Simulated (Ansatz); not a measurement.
**Worked example: BH(CH3)O → BO + CH4**

Species: BH(CH3)O, doublet; BO, doublet; CH4 `C`, singlet. 

Shapes, held fixed at every level: PBE0-D4/def2-TZVP. Programs: Ansatz 0.2.0. The zero-point and thermal change to 298 K, harmonic and unscaled (PBE0-D4/def2-TZVP), is +3.0 kJ/mol.

At CCSD(T)/CBS estimate; 1 Eh = 2625.50 kJ/mol:

```
 species  energy (Eh)
BH(CH3)O  -140.405748
      BO   -99.918460
     CH4   -40.462061
```

Question: Work out ΔH(298 K) of the reaction at this level.

Answer: 
1. Products less reactants: (-99.918460) + (-40.462061) − [(-140.405748)] = 0.025227 Eh = +66.2 kJ/mol.
2. With the thermal change: +66.2 + (+3.0) = +69.2 kJ/mol.

Other levels give +26.8 (MP2/def2-TZVPP) to +134.1 kJ/mol (SPW92/def2-TZVPP). No measured value is set beside it here. Open shells run unrestricted unless RO is named. The CBS estimate extrapolates MP2 from def2-TZVPP and def2-QZVPP and adds CCSD(T) − MP2 in the triple-zeta set, cores frozen.
